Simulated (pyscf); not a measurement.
O=As–AsH₂ + hydrogen (H₂) -> O=AsH + AsH₃, a four-centre exchange (singlet surface; As–As, H–H broken, As–H, As–H formed). Single points on ωB97X-D3(BJ)/def2-SVP structures (PySCF, gas phase). Energies in kcal/mol from the separated reactants.

Small-basis levels: PySCF, no dispersion term, spherical d functions. AM1 to PM7: differences of heats of formation from MOPAC, which are fitted to 298 K values and so differ in kind from electronic energies by zero-point and thermal terms. Cost: rough CPU time at the saddle relative to B3LYP/6-31G*+LANL2DZ, from one job on a shared machine.

```tsv
level	barrier	reaction energy	cost
HF/STO-3G	94.5	+7.2	0.2
HF/3-21G	___	+0.1	0.2
SVWN5/6-31G*+LANL2DZ	22.3	+10.8	1
BP86/6-31G*+LANL2DZ	33.1	+9.1	1
PBE/6-31G*+LANL2DZ	31.6	+10.1	1
B3LYP/STO-3G	60.3	+10.3	1
B3LYP/3-21G	34.9	+7.8	2
PM3	___	+14.2	under 0.02
PM7	53.0	+38.8	under 0.02
ωB97M-D3(BJ)/def2-TZVP	___	+6.7	–
```

### Question
Some entries are withheld; supply them.

### Answer

- HF/3-21G, barrier: 52.8
- PM3, barrier: 30.4
- ωB97M-D3(BJ)/def2-TZVP, barrier: 29.6

Against the last row the barrier runs from -7.3 (SVWN5/6-31G*+LANL2DZ) to +64.9 kcal/mol (HF/STO-3G). ωB97M-D3(BJ)/def2-TZVP has limits of its own. At the saddle there is also a short As–H contact that neither side keeps. O=As–AsH₂ lies 18.7 kcal/mol over its isomer HO–As=AsH (electronic energy, ωB97M-D3(BJ)/def2-TZVP). O=AsH lies 7.5 kcal/mol over its isomer HO–As: [triplet] (electronic energy, ωB97M-D3(BJ)/def2-TZVP). One saddle was located; it need not be the lowest between these sides. In the def2 sets elements up to Kr have no core potential.
